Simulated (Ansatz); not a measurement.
Geometry optimisation, RKS B3LYP-D4/def2-SVP in Ansatz.

Input file:

```yaml
crystal:
  periodic: [false, false, false]
  atoms:
    - { symbol: C, position_ang: [-0.6711, -0.6257, 0.5365] }
    - { symbol: C, position_ang: [0.4892, -0.876, 0.4901] }
    - { symbol: C, position_ang: [-0.0017, 0.4858, -0.5429] }
    - { symbol: "N", position_ang: [-1.4438, 0.1475, 0.1106] }
    - { symbol: H, position_ang: [1.2865, -1.0371, 1.1931] }
    - { symbol: H, position_ang: [0.3477, 1.505, -0.2205] }
    - { symbol: H, position_ang: [0.0545, 0.3325, -1.6126] }
basis:
  gaussian: { orbitals: def2-SVP }
hamiltonian:
  xc: b3lyp
  dispersion: d4
relax:
  f_tol: 0.02
  max_steps: 50
```

Command:

```bash
$ ansatz run input.yaml --threads 1 --pin off --max-ram 2048MiB --backend cpu --events-out ev --progress --plain --runs-dir out
```

Question: Where does it end, and by what steps?

Answer: The run converged. After 21 steps the energy has fallen by 5.526 eV; N4 moved furthest, 1.52 Å. The start is strongly strained (largest force component 12 eV/Å), so its close contacts needn't be bonds. Parted: C1–C3, C3–N4.

```
step  energy less start (eV)  largest force component (eV/Å)  accepted
   0                  0.0000                          12.182       yes
   1                 -1.5249                           0.901       yes
   2                 -1.5744                           0.514       yes
   3                 -1.5966                           0.441       yes
   4                 -1.6158                           0.323       yes
   5                 -1.6421                           0.322       yes
   6                 -1.6370                           0.642        no
   7                 -1.6570                           0.857       yes
   8                 -1.6768                           0.918       yes
   9                 -1.7011                           0.752       yes
  10                 -1.8225                           1.781       yes
  11                 -2.1124                           1.331       yes
  12                 -2.3132                           3.548       yes
  13                 -2.9038                           2.405       yes
  14                 -3.7319                           2.486       yes
  15                 -4.5990                           1.958       yes
  16                 -5.0909                           1.542       yes
  17                 -5.3974                           1.280       yes
  18                 -5.4742                           1.684       yes
  19                 -5.5192                           0.336       yes
  20                 -5.5264                           0.022       yes
  21                 -5.5264                           0.007       yes
```

```xyz
7
Properties=species:S:1:pos:R:3
C -1.140 -0.688 0.452
C 0.209 -0.210 0.384
C 0.655 0.593 -0.592
N -2.230 -1.083 0.522
H 0.873 -0.542 1.189
H 1.694 0.930 -0.602
H 0.001 0.932 -1.400
```

Time of the run: 35 s on 1 thread of Intel(R) Xeon(R) Platinum 8488C (Sapphire Rapids), with other jobs on the host, peak memory 0.16 GiB.
